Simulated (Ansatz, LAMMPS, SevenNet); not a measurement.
## Rock-salt LiF: properties by level of theory

Reference values: lattice constant a 3.972 Å (measured, static lattice: zero-point anharmonic expansion removed, our sources range from 3.964 to 3.974; as tabulated in Mejia-Rodriguez and Trickey (2018), arXiv:1807.09216); bulk modulus 76.3 GPa (measured, 0 K value with the zero-point phonon effect removed; as tabulated in Mejia-Rodriguez and Trickey (2018), arXiv:1807.09216).

```csv
level (code),equilibrium lattice constant a (Å),bulk modulus (GPa)
"ionic model catlow1977 (shell model, LAMMPS)",3.915,95.3
SevenNet-l3i5,4.085,59.3
BLYP (Ansatz),4.083,66.2
B3LYP (VWN-RPA form) (Ansatz),4.024,73.5
PBE0 (Ansatz),4.009,73.9
r²SCANh (Ansatz),3.978,79.1
```

Differences from the reference values (errors of the level alone only where the reference is corrected to a static lattice):

```tsv
level	lattice constant a (%)	bulk modulus (%)
ionic model catlow1977	-1.44	+25
SevenNet-l3i5	+2.84	-22
BLYP	+2.79	-13.2
B3LYP (VWN-RPA form)	+1.31	-3.7
PBE0	+0.93	-3.1
r²SCANh	+0.15	+3.7
```

Nearest: lattice constant a, r²SCANh; bulk modulus, PBE0 or B3LYP (VWN-RPA form) or r²SCANh.

Empirical potentials (ionic model catlow1977) are fitted to chosen data: where that held the value shown, agreement is built in, and what lay outside the fit can be far off. Machine-learned potentials (SevenNet-l3i5) are trained on DFT data: a solid inside that data is no test of them.

Ansatz's density-functional and Hartree–Fock values are scalar-relativistic unless marked +SOC, with PAW data made under PBE.

Differences are worked out from the printed values.

Computed values are for the static lattice.

Ansatz is a program for electronic structure.
